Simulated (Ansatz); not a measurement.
Litharge SnO, treated with PBE0 in Ansatz (PAW).

Settings: plane-wave cutoff 460 eV, 8×8×6 k mesh (along the axes of the cell as run), Fermi–Dirac smearing 0.01 eV, scalar-relativistic PAW data made under PBE.

Cell (relaxed at this level):

```cif
data_O2Sn2
_chemical_formula_sum 'Sn2 O2'
_space_group_name_H-M_alt 'P 1'
_space_group_IT_number 1
_cell_length_a 3.79941
_cell_length_b 3.79941
_cell_length_c 5.02287
_cell_angle_alpha 90.000
_cell_angle_beta 90.000
_cell_angle_gamma 90.000
loop_
_space_group_symop_operation_xyz
  'x, y, z'
loop_
_atom_site_label
_atom_site_type_symbol
_atom_site_fract_x
_atom_site_fract_y
_atom_site_fract_z
_atom_site_occupancy
Sn1 Sn 0.50000 0.00000 0.77194 1
Sn2 Sn 0.00000 0.50000 0.22806 1
O1 O 0.50000 0.50000 0.00000 1
O2 O 0.00000 0.00000 0.00000 1
```

Task: What does this level give for the band gap and smallest direct gap on the k points sampled?

Result: 
- band gap = 1.39 eV
- smallest direct gap on the k points sampled = 3.35 eV

Note: the cell comes from a level without a dispersion term, which matters for the spacing of layers, chains or molecules; the cell has widely spaced layers and the level no dispersion term, so their spacing and the moduli can rest on weak binding.

Spin–orbit coupling is not included.

The result took about 110 core-minutes (a rough figure).

Ansatz is a first-principles code.
